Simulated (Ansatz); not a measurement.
Basis sets over 6 cases of the atomisation energy at HF with Ansatz (Al to Cl present), each against its own reference: (a) the value in aug-cc-pV5Z; (b) the value in aug-pcseg-3; (c) the value in def2-QZVPPD; (d) the value in pcseg-4 (pcseg sets are built for DFT). By their distance from other large sets or by the extrapolation step the references are unsure by up to roughly 0.85 kcal/mol. B3LYP-D3(BJ)/def2-TZVP geometries; electronic energies; unrestricted open shells; no added dispersion term; no relativity. Cartesian d functions in some cases of 6-31+G*. (X+d) sets on Al to Cl for cc-pVXZ and aug-cc-pVXZ. 

Cases are drawn at random; left out are references unsure by over 1.3 kcal/mol, doubtful singlets, and cases whose largest runs show a restricted determinant unstable towards unrestricted orbitals, <S^2> over 0.1 too high or, where CCSD(T) ran, T1 over 0.025 (0.045 for open shells). Sets are drawn from those converged to one state in every case.

Cases (SMILES) and reference values:
- ClF (F-Cl) → Cl atom + F atom: 8.15 kcal/mol (a)
- [SiH3][SiH2] (SiH2-SiH3) → 5 H atom + 2 Si atom: 344.77 kcal/mol (c)
- [SiH2]C (CH3-SiH2) → C atom + 5 H atom + Si atom: 412.77 kcal/mol (c)
- Cl[CH2] (CH2-Cl) → C atom + Cl atom + 2 H atom: 214.18 kcal/mol (d)
- [SiH2](F)F → 2 F atom + 2 H atom + Si atom: 342.10 kcal/mol (b)
- C(=C)Cl → 2 C atom + Cl atom + 3 H atom: 399.89 kcal/mol (b)

```json
[
 {"basis": "def2-SV(P)", "functions over def2-SVP (largest species, mean of cases)": "0.8", "mean signed deviation (kcal/mol)": "-9.47", "mean absolute": "9.47", "largest": "20.07", "within 4 kcal/mol": "1 of 6"},
 {"basis": "pcseg-1", "functions over def2-SVP (largest species, mean of cases)": "1.0", "mean signed deviation (kcal/mol)": "-7.57", "mean absolute": "7.57", "largest": "20.42", "within 4 kcal/mol": "2 of 6"},
 {"basis": "def2-SVP", "functions over def2-SVP (largest species, mean of cases)": "1.0", "mean signed deviation (kcal/mol)": "-4.76", "mean absolute": "5.39", "largest": "17.00", "within 4 kcal/mol": "3 of 6"},
 {"basis": "6-31+G*", "functions over def2-SVP (largest species, mean of cases)": "1.1", "mean signed deviation (kcal/mol)": "-7.80", "mean absolute": "7.80", "largest": "15.52", "within 4 kcal/mol": "0 of 6"},
 {"basis": "cc-pVDZ", "functions over def2-SVP (largest species, mean of cases)": "1.1", "mean signed deviation (kcal/mol)": "-10.52", "mean absolute": "10.52", "largest": "25.25", "within 4 kcal/mol": "0 of 6"},
 {"basis": "aug-pcseg-1", "functions over def2-SVP (largest species, mean of cases)": "1.6", "mean signed deviation (kcal/mol)": "-5.07", "mean absolute": "5.07", "largest": "13.81", "within 4 kcal/mol": "3 of 6"},
 {"basis": "pcseg-2", "functions over def2-SVP (largest species, mean of cases)": "2.2", "mean signed deviation (kcal/mol)": "-0.83", "mean absolute": "0.83", "largest": "1.44", "within 4 kcal/mol": "6 of 6"},
 {"basis": "jun-cc-pV(T+d)Z", "functions over def2-SVP (largest species, mean of cases)": "2.7", "mean signed deviation (kcal/mol)": "-1.67", "mean absolute": "1.67", "largest": "4.41", "within 4 kcal/mol": "5 of 6"},
 {"basis": "aug-cc-pVTZ", "functions over def2-SVP (largest species, mean of cases)": "3.5", "mean signed deviation (kcal/mol)": "-1.33", "mean absolute": "1.33", "largest": "2.85", "within 4 kcal/mol": "6 of 6"},
 {"basis": "def2-QZVPP", "functions over def2-SVP (largest species, mean of cases)": "4.5", "mean signed deviation (kcal/mol)": "-0.46", "mean absolute": "0.46", "largest": "1.13", "within 4 kcal/mol": "6 of 6"}
]
```

Among the sets for which every case ran a larger relative (same family, alike in diffuse functions, listed or not), the smallest listed that holds all cases within 4 kcal/mol together with them is pcseg-2, at 2.2 times the functions of def2-SVP. Inside, though some case ran no larger relative to test it: aug-cc-pVTZ, def2-QZVPP. Largest deviations of relatives not listed, over the cases that ran them: aug-cc-pV5Z 0.00, pcseg-3 0.42, pcseg-4 0.20, aug-cc-pVQZ 0.96 kcal/mol. A case lies within its reference's uncertainty of the window's edge in def2-SV(P), 6-31+G*, aug-pcseg-1, jun-cc-pV(T+d)Z. These figures hold for the cases listed.

Ansatz is a quantum-chemistry and plane-wave program.
